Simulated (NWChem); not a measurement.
# One shape, several levels: H2S4

We compute a comparison of 4 runs (HF/def2-SVP, SVWN5/6-31G*, PBE0/def2-SVP, CAM-B3LYP/6-311G**) of H2S4. 

The calculation is run with NWChem 7.3.0.

**1. The molecule**

H2S4: 6 atoms, total charge 0, spin state singlet. Geometry: relaxed at GFN2-xTB.

Bond lengths: S1–S2 2.048 Å, S2–S3 2.055 Å, S3–S4 2.053 Å, S1–H5 1.339 Å, S4–H6 1.338 Å. Angles: S1–S2–S3 108.0°, S2–S3–S4 107.6°, S2–S1–H5 97.7°, S3–S4–H6 98.0°.

**2. Energy and gradient at HF/def2-SVP (run 1)**

run.py reads:

```python
from ase import Atoms
from ase.calculators.nwchem import NWChem

mol = Atoms(['S', 'S', 'S', 'S', 'H', 'H'], positions=[
    [1.178980, 1.545960, 1.398120],
    [1.303480, 0.496190, -0.356540],
    [0.499940, -1.368330, -0.039700],
    [-1.510730, -1.253210, -0.439150],
    [-0.014710, 2.114320, 1.182990],
    [-1.456960, -1.534930, -1.745720],
])

calc = NWChem(
    label='h2s4',
    theory='scf',
    memory='2200 mb',
    basis='def2-SVP',
    basispar='spherical bse',
    scf={'nopen': '0', 'rhf': None, 'thresh': '1e-08', 'maxiter': '80'},
)
mol.calc = calc

forces = mol.get_forces()
print("Total energy (eV):", round(mol.get_potential_energy(), 6))
print("forces (eV/A):")
for s, f in zip(mol.symbols, forces):
    print(f"{s:2s} {f[0]:10.5f} {f[1]:10.5f} {f[2]:10.5f}")
print("dipole (e A):", mol.get_dipole_moment().round(4))
```

Run with:

```sh
$ export ASE_NWCHEM_COMMAND="nwchem PREFIX.nwi > PREFIX.nwo"
$ python run.py
```

The log of the run:

```text
Total energy (eV): -43287.060424
forces (eV/A):
S    -0.21618    0.17725    0.34504
S     0.23376    0.13210   -0.62097
S     0.31769   -0.41004    0.30072
S    -0.37749    0.06423   -0.11652
H     0.06515   -0.02278    0.06561
H    -0.02288    0.05924    0.02612
dipole (e A): [-0.2714  0.1005 -0.1958]
```

The calculator wrote h2s4.nwi:

```
title "h2s4"

permanent_dir h2s4

scratch_dir h2s4

start h2s4

geometry units angstrom nocenter noautosym noautoz
  S  1.1789799999999999e+00 1.5459600000000000e+00 1.3981200000000000e+00
  S  1.3034800000000000e+00 4.9619000000000002e-01 -3.5654000000000002e-01
  S  4.9994000000000000e-01 -1.3683300000000000e+00 -3.9699999999999999e-02
  S  -1.5107299999999999e+00 -1.2532099999999999e+00 -4.3914999999999998e-01
  H  -1.4710000000000001e-02 2.1143200000000002e+00 1.1829900000000000e+00
  H  -1.4569600000000000e+00 -1.5349299999999999e+00 -1.7457199999999999e+00
end

memory 2200 mb

basis spherical bse noprint
   * library def2-SVP
end

scf
  nopen 0
  rhf
  thresh 1e-08
  maxiter 80
end

task scf gradient
```

h2s4.nwo:

```text
Northwest Computational Chemistry Package (NWChem) 7.3.0
             --------------------------------------------------------

           Job information
           ---------------

    nwchem branch   = 7.3.0
    use scalapack   = T
    input           = h2s4.nwi
    prefix          = h2s4.
    data base       = h2s4/h2s4.db
    status          = startup
    nproc           =        1

           Memory information
           ------------------

[... 5 lines left out ...]
    hardfail = no
[... 125 lines left out ...]
         Quadratically convergent ROHF
[... 15 lines left out ...]
       Final RHF  results
[... 4 lines left out ...]
      Two-electron energy =    945.019111194711
[... 52 lines left out ...]
                       ROHF Final Molecular Orbital Analysis
[... 231 lines left out ...]
                 ----------------------------------------
                 |  Time  |  1-e(secs)   |  2-e(secs)   |
                 ----------------------------------------
                 |  CPU   |       0.01   |       1.08   |
                 ----------------------------------------
                 |  WALL  |       0.01   |       1.08   |
                 ----------------------------------------

 Task  times  cpu:        7.3s     wall:        7.3s
 Total times  cpu:        7.3s     wall:        7.3s
```

Wall time 8.7 s (1 thread of Intel Xeon at 2.60GHz (Ice Lake), shared host); peak memory 0.1 GiB.

**3. Energy and forces at SVWN5/6-31G(d) (spherical functions) (run 2)**

mol.nw reads:

```
start mol
title "H2S4"
memory 2200 mb

geometry noautosym nocenter noautoz
  S      1.178980     1.545960     1.398120
  S      1.303480     0.496190    -0.356540
  S      0.499940    -1.368330    -0.039700
  S     -1.510730    -1.253210    -0.439150
  H     -0.014710     2.114320     1.182990
  H     -1.456960    -1.534930    -1.745720
end

basis spherical bse
  S library 6-31G*
  H library 6-31G*
end

dft
  xc slater vwn_5
  grid xfine
  convergence energy 1e-08
  iterations 100
  mulliken
end

task dft gradient
```

Run with:

```sh
$ nwchem mol.nw > mol.out
```

The log of the run:

```text
[...]
          Wavefunction type:  closed shell.
          No. of atoms     :     6
          No. of electrons :    66
[...]
          Charge           :     0
          Spin multiplicity:     1
[...]
          AO basis - number of functions:    76
[...]
              XC Information
              --------------
                        Slater Exchange Functional  1.000 local
                      VWN V Correlation Functional  1.000 local
[...]
 d= 0,ls=0.0,diis     1  -1588.3419822266 -1.93D+03  1.72D-02  7.93D-01     2.0
[...]
 d= 0,ls=0.0,diis    11  -1588.4122749861 -4.41D-09  3.90D-07  4.15D-10    14.0
         Total DFT energy =    -1588.412274986143
      One electron energy =    -2875.876062072870
           Coulomb energy =     1046.644683428219
    Exchange-Corr. energy =      -98.028129279907
 Nuclear repulsion energy =      338.847232938415
[...]
  wavefunction    = closed shell
                         DFT ENERGY GRADIENTS
    atom               coordinates                        gradient
                 x          y          z           x          y          z
   1 S       2.227949   2.921441   2.642064   -0.011621   0.000683  -0.008424
   2 S       2.463220   0.937663  -0.673763   -0.005399  -0.000046   0.007205
   3 S       0.944750  -2.585769  -0.075022   -0.005393   0.005251  -0.001858
   4 S      -2.854866  -2.368224  -0.829873    0.009122  -0.001319  -0.013302
   5 H      -0.027798   3.995485   2.235527    0.012981  -0.006757   0.001344
   6 H      -2.753255  -2.900597  -3.298932    0.000310   0.002188   0.015035
[...]
```

Run time: 18 s. Hardware: 1 thread of Intel Xeon at 2.60GHz (Ice Lake), shared host; peak memory 0.13 GiB.

Run 3 isn't shown in full; the table further down has it.

**4. Energy and forces at CAM-B3LYP/6-311G(d,p) (run 4)**

run.py reads:

```python
from ase import Atoms
from ase.calculators.nwchem import NWChem

molecule = Atoms(['S', 'S', 'S', 'S', 'H', 'H'], positions=[
    [1.178980, 1.545960, 1.398120],
    [1.303480, 0.496190, -0.356540],
    [0.499940, -1.368330, -0.039700],
    [-1.510730, -1.253210, -0.439150],
    [-0.014710, 2.114320, 1.182990],
    [-1.456960, -1.534930, -1.745720],
])

calc = NWChem(
    label='h2s4',
    theory='dft',
    memory='2200 mb',
    basis='6-311G**',
    basispar='spherical bse',
    dft={'xc': 'xcamb88 1.00 lyp 0.81 vwn_5 0.19 hfexch 1.00', 'cam': '0.33 cam_alpha 0.19 cam_beta 0.46', 'mult': '1', 'grid': 'fine', 'convergence': 'energy 1e-08', 'direct': None, 'iterations': '100', 'mulliken': None},
)
molecule.calc = calc

forces = molecule.get_forces()
print("Total energy (eV):", round(molecule.get_potential_energy(), 6))
print("forces (eV/A):")
for s, f in zip(molecule.symbols, forces):
    print(f"{s:2s} {f[0]:10.5f} {f[1]:10.5f} {f[2]:10.5f}")
print("dipole (e A):", molecule.get_dipole_moment().round(4))
```

Run with:

```sh
$ export ASE_NWCHEM_COMMAND="nwchem PREFIX.nwi > PREFIX.nwo"
$ python run.py
```

The log of the run:

```text
Total energy (eV): -43375.856467
forces (eV/A):
S     0.07770    0.21870    0.50378
S     0.31763    0.10686   -0.62282
S     0.36978   -0.46820    0.21145
S    -0.56924    0.03641    0.14568
H    -0.18630    0.10588    0.00864
H    -0.00962    0.00031   -0.24672
dipole (e A): [-0.2741  0.1022 -0.1919]
```

The calculator wrote h2s4.nwi:

```
title "h2s4"

permanent_dir h2s4

scratch_dir h2s4

start h2s4

geometry units angstrom nocenter noautosym noautoz
  S  1.1789799999999999e+00 1.5459600000000000e+00 1.3981200000000000e+00
  S  1.3034800000000000e+00 4.9619000000000002e-01 -3.5654000000000002e-01
  S  4.9994000000000000e-01 -1.3683300000000000e+00 -3.9699999999999999e-02
  S  -1.5107299999999999e+00 -1.2532099999999999e+00 -4.3914999999999998e-01
  H  -1.4710000000000001e-02 2.1143200000000002e+00 1.1829900000000000e+00
  H  -1.4569600000000000e+00 -1.5349299999999999e+00 -1.7457199999999999e+00
end

memory 2200 mb

basis spherical bse noprint
   * library 6-311G**
end

dft
  xc xcamb88 1.00 lyp 0.81 vwn_5 0.19 hfexch 1.00
  cam 0.33 cam_alpha 0.19 cam_beta 0.46
  mult 1
  grid fine
  convergence energy 1e-08
  direct
  iterations 100
  mulliken
end

task dft gradient
```

h2s4.nwo:

```text
Northwest Computational Chemistry Package (NWChem) 7.3.0
             --------------------------------------------------------

           Job information
           ---------------

    nwchem branch   = 7.3.0
    use scalapack   = T
    input           = h2s4.nwi
    prefix          = h2s4.
    data base       = h2s4/h2s4.db
    status          = startup
    nproc           =        1

           Memory information
           ------------------

[... 5 lines left out ...]
    hardfail = no
[... 97 lines left out ...]
  convergence criterion.
[... 47 lines left out ...]
          Spatial weights used:  Erf1
[... 32 lines left out ...]
 1-e energy   =   -2874.603999
[... 44 lines left out ...]
           Coulomb energy =     1046.898803123386
[... 905 lines left out ...]
          Convergence on density requested:  1.00D-05
[... 32 lines left out ...]
          total energy or number of iterations.
[... 43 lines left out ...]
                 ----------------------------------------
                 |  Time  |  1-e(secs)   |  2-e(secs)   |
                 ----------------------------------------
                 |  CPU   |       0.01   |      28.20   |
                 ----------------------------------------
                 |  WALL  |       0.01   |      28.20   |
                 ----------------------------------------

 Task  times  cpu:      100.8s     wall:      100.8s
 Total times  cpu:      100.8s     wall:      100.8s
```

It took 1.7 min on 1 thread of Intel Xeon at 2.60GHz (Ice Lake), shared host; peak memory 0.13 GiB.

**5. The series**

| run | level | iteration cap | module | energy (Eh) | dipole moment (D) | HOMO energy (eV) | LUMO energy (eV) | wall time |
| --- | --- | --- | --- | --- | --- | --- | --- | --- |
| 1 | HF/def2-SVP | 80 | scf | -1590.770143 | 1.68 | -10.03 | 2.60 | 8.7 s |
| 2 | SVWN5/6-31G* (spherical functions) | 100 | dft | -1588.412275 | 1.79 | -6.34 | -2.65 | 18 s |
| 3 | PBE0/def2-SVP | 100 | dft | -1592.916217 | 1.64 | -7.29 | -1.29 | 19 s |
| 4 | CAM-B3LYP/6-311G** | 100 | dft | -1594.033337 | 1.68 | -8.83 | -0.60 | 1.7 min |

**6. Summary of results**

| quantity | value |
| --- | --- |
| run 4: total energy | -1594.03334 Eh |
| run 4: dipole moment | 1.68 D |
| run 4: HOMO energy | -8.83 eV |
| run 4: LUMO energy | -0.60 eV |
| run 4: HOMO–LUMO gap | 8.24 eV |
| run 4: largest force on an atom | 0.707 eV/Å |

What this shows: The dipole moment (its size) runs from 1.64 D (PBE0/def2-SVP) to 1.79 D (SVWN5/6-31G*). The two ends differ in method and basis. The HOMO–LUMO gap runs from 3.68 eV (SVWN5/6-31G*) to 12.62 eV (HF/def2-SVP). Totals of different functionals can't be ranked against each other. All runs together took 2.5 min, the longest 1.7 min.
